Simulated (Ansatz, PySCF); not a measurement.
This Ansatz (a first-principles code) input computes a CAM-B3LYP/def2-TZVPD energy:

Ansatz 0.2 input:
```yaml
crystal:
  periodic: [false, false, false]
  atoms:
    - {symbol: O, position_ang: [0.82448034, -0.71617835, -0.05253853]}
    - {symbol: C, position_ang: [-0.34237428, -0.21782999, 0.00514315]}
    - {symbol: O, position_ang: [-0.61283652, 1.00175597, 0.05424341]}
    - {symbol: H, position_ang: [1.56965726, -0.07432635, -0.05830396]}
    - {symbol: H, position_ang: [-1.20856211, -0.90331471, 0.01380597]}
basis:
  gaussian:
    orbitals: def2-TZVPD
hamiltonian:
  xc: {name: CAM-B3LYP}
total_charge: 1
magnetization: {spin_polarized: true, initial_magnetization: 1}
output: {forces: true}
```

**Question.** Write an input for the same energy in PySCF and say what it gives.

**Answer.** 
```python
from pyscf import gto, scf, dft

mol = gto.M(
    atom='''
    O     0.82448034   -0.71617835   -0.05253853
    C    -0.34237428   -0.21782999    0.00514315
    O    -0.61283652    1.00175597    0.05424341
    H     1.56965726   -0.07432635   -0.05830396
    H    -1.20856211   -0.90331471    0.01380597
    ''',
    basis='def2-tzvpd',
    charge=1,
    spin=1,
    verbose=4,
)

mf = dft.UKS(mol, xc='camb3lyp').density_fit(auxbasis='def2-universal-jkfit')
mf.grids.level = 3
mf.conv_tol = 1e-9
mf.max_cycle = 100
mf.max_memory = 1500
mf.kernel()
if not mf.converged:
    mf = mf.newton()
    mf.kernel(mf.make_rdm1())
for _ in range(2):
    mo, _, stable, _ = mf.stability(return_status=True)
    if stable:
        break
    mf.kernel(mf.make_rdm1(mo, mf.mo_occ))
mf.analyze()
```
It gives -189.36741 Eh, and Ansatz -189.36737 Eh, a difference of 0.04 mEh, from the treatment of integrals and grids.
